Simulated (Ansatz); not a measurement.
Litharge SnO, treated with r²SCAN-D4 (Ansatz, a quantum-chemistry and plane-wave program, plane waves, PAW).

Run with plane-wave cutoff 500 eV, 10×10×8 k mesh (along the axes of the cell as run), Fermi–Dirac smearing 0.05 eV, scalar-relativistic PAW data made under PBE.

Cell (relaxed at this level):

```
CELL_PARAMETERS angstrom
      3.79826     0.00000     0.00000
      0.00000     3.79826     0.00000
      0.00000     0.00000     4.81012
ATOMIC_POSITIONS crystal
  Sn 0.00000 0.50000 0.23821
  Sn 0.50000 0.00000 0.76179
  O  0.50000 0.50000 0.00000
  O  0.00000 0.00000 0.00000
```

**Question.** Give the computed band gap.

**Answer.** 
* **band gap**: 0.13 eV (under three smearing widths, so not firm)

Measured, for comparison: band gap 0.7 eV (temperature not stated, no zero-point or thermal correction; as tabulated in Waroquiers et al. (2013), arXiv:1302.6756).

Spin–orbit coupling is not included.

The computed numbers hold no vibrational or temperature effects.

Computing time: roughly 70 core-seconds.
